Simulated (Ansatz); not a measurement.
A run for Ansatz (a program for electronic structure): R-wB97X-V/def2-TZVPPD on CH7NO (a complex). Files ending in .json are basis or fitting sets from the Basis Set Exchange.

Ansatz 0.2 input:
```yaml
crystal:
  periodic: [false, false, false]
  atoms:
    - {symbol: N, position_ang: [-0.80436863, -0.69219687, -0.35724871]}
    - {symbol: H, position_ang: [-0.90005563, -1.66102787, -0.08139571]}
    - {symbol: H, position_ang: [-1.39350863, -0.57876187, -1.17200871]}
    - {symbol: C, position_ang: [-1.28781363, 0.17588313, 0.72312829]}
    - {symbol: H, position_ang: [-1.18366463, 1.21294913, 0.41527629]}
    - {symbol: H, position_ang: [-2.32564163, 0.00247913, 1.01425929]}
    - {symbol: H, position_ang: [-0.65592763, 0.03619813, 1.59636929]}
    - {symbol: O, position_ang: [1.85803137, 0.51852113, -0.25348871]}
    - {symbol: H, position_ang: [1.04051437, 0.02224913, -0.42664171]}
    - {symbol: H, position_ang: [2.43993337, 0.26002313, -0.96923471]}
basis:
  gaussian:
    orbitals: def2-TZVPPD.json
hamiltonian:
  xc: {name: wB97X-V}
scf: {lower_state_search: off}
```

It printed:

```
WARN ansatz: RAYON_NUM_THREADS=1 ignored (pool sized by the plan → 1); use --threads N
Functional definition: wB97X-V
these checks for a lower state are left out or cut short: stability, starts, cluster_reference, orbital_swaps, neighbouring_geometries, increment
integrals: 0.14 GiB planned
950 factors; their error is unknown
integrals: 0.18 GiB planned
320 factors; integrals over basis functions are off by at most 2.7e-5 eV
mean field: 1.40 GiB planned
mean field evaluation 1: about -4682.9293 eV, gradient 5.9e1 eV
mean field evaluation 2: about -4683.4593 eV, gradient 5.8e1 eV
mean field evaluation 4: about -4688.9274 eV, gradient 1.9e0 eV
mean field evaluation 8: about -4688.9390 eV, gradient 1.4e-1 eV
mean field evaluation 16: about -4688.9272 eV, gradient 6.3e-5 eV
mean field -4688.92719942 eV, -172.3148963099 hartree, gradient 4.2e-6 eV, S^2 0.000000; 0 other end points of the search recorded, 0 dependent functions left out
reference -4688.92719701 eV, -172.3148962210 hartree; 14, 14 occupied and 219, 219 virtual orbitals, 950 factors
Total energy: -4688.92719701 eV, -172.3148962210 hartree
Checks for a lower state left out: stability, starts, cluster_reference, orbital_swaps, neighbouring_geometries, increment
```

The calculation finished and met its thresholds.

Cost: around 7 core-seconds (rough).
